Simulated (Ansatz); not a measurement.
Relaxation of AlH8NSi (11 atoms, charge 0, multiplicity 1), to a largest force component of 0.03 eV/Å in at most 50 steps.

These are results of RKS B3LYP-D4/def2-SVP in Ansatz 0.2.0, not measurements.

```xyz
11
Properties=species:S:1:pos:R:3
Al 0.108 0.497 -0.487
N -0.280 0.074 2.560
H -1.120 -0.363 2.946
H 0.525 -0.281 3.078
H 1.564 -0.091 -0.744
H -1.148 -0.310 -1.041
Si -0.182 2.594 0.540
H -1.506 2.648 1.264
H 0.858 2.829 1.602
H -0.145 3.816 -0.347
H -0.338 1.095 2.746
```

Q: Where does it end, and by what steps?

A: It converged. The force dipped under the threshold on the way, but the program's further checks kept it going. After 23 steps the energy has fallen by 0.985 eV; H4 moved furthest, 1.27 Å. Joined: Al1–N2 (3.10 → 2.09 Å).

```
step  energy less start (eV)  largest force component (eV/Å)  accepted
   0                  0.0000                           1.177       yes
   1                 -0.2575                           0.770       yes
   2                 -0.5310                           0.879       yes
   3                 -0.7768                           0.866       yes
   4                 -0.8740                           1.149       yes
   5                 -0.9071                           0.706       yes
   6                 -0.9342                           0.173       yes
   7                 -0.9496                           0.138       yes
   8                 -0.9306                           0.789        no
   9                 -0.9547                           0.070       yes
  10                 -0.9638                           0.065       yes
  11                 -0.9630                           0.469        no
  12                 -0.9688                           0.048       yes
  13                 -0.9727                           0.125       yes
  14                 -0.9776                           0.184       yes
  15                 -0.9757                           0.362        no
  16                 -0.9814                           0.048       yes
  17                 -0.9834                           0.008       yes
  18                 -0.9807                           0.339        no
  19                 -0.9843                           0.011       yes
  20                 -0.9842                           0.105        no
  21                 -0.9845                           0.016       yes
  22                 -0.9841                           0.046        no
  23                 -0.9847                           0.004       yes
```

```xyz
11
Properties=species:S:1:pos:R:3
Al 0.086 0.479 0.232
N -0.140 -0.147 2.208
H -1.084 0.033 2.562
H 0.030 -1.152 2.300
H 1.603 0.031 -0.007
H -1.072 -0.388 -0.451
Si -0.327 2.898 0.534
H -1.725 3.200 1.002
H 0.564 3.490 1.595
H -0.113 3.735 -0.691
H 0.515 0.328 2.835
```

Whether the end is a true minimum wasn't checked by a vibrational analysis.

Run time: 26 s on 2 threads of Intel(R) Xeon(R) Platinum 8559C (Emerald Rapids), on a shared host, peak memory 0.19 GiB.
